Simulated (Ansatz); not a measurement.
A made-up structure of Si₂H₄F (charge +1), closed shell:

F1  (-0.972, -1.352, 1.364)
Si2  (-0.416, -0.914, -0.050)
Si3  (0.378, 0.834, -0.006)
H4  (-0.478, -1.738, -1.239)
H5  (-0.383, 1.460, -1.244)
H6  (-0.011, 1.315, 1.443)
H7  (1.881, 0.397, -0.268)
(Å)

It is relaxed with PBE-D4/def2-SVP and then PBE0-D4/def2-TZVP (Ansatz 0.2.0). Atoms count as bonded within 1.22 times the sum of their covalent radii (H–H: 0.88 Å). The end point is not checked to be a true minimum.

Task: Does its bonding change? (A judgement: the text doesn't fix the answer.)

Result: By the calculation: No: no bond forms or breaks.

Where it ends: The first stage lowers the energy by 2.02 eV in 8 steps. It ends as Si₂H₄F ([F][SiH][SiH3]), total charge +1:
```xyz
7
angstrom
F -1.1134 -1.7080 1.2644
Si -0.5123 -1.1288 -0.0463
Si 0.4673 1.0294 -0.0080
H -0.6649 -2.1123 -1.1428
H -0.2069 1.6842 -1.1507
H 0.1420 1.5439 1.3360
H 1.8883 0.6915 -0.2527
```

Labels in which every atom is bracketed show which atoms are joined, not bond orders.

For scale, one of the runs: PBE0-D4/def2-TZVP relaxation, 129 basis functions, launched by `ansatz run in.yaml --threads 2 --pin off --events-out ev --progress --plain --max-ram 4352MiB`. Hardware: 2 CPU threads of an Intel Xeon, shared host. Wall time about 16 s.
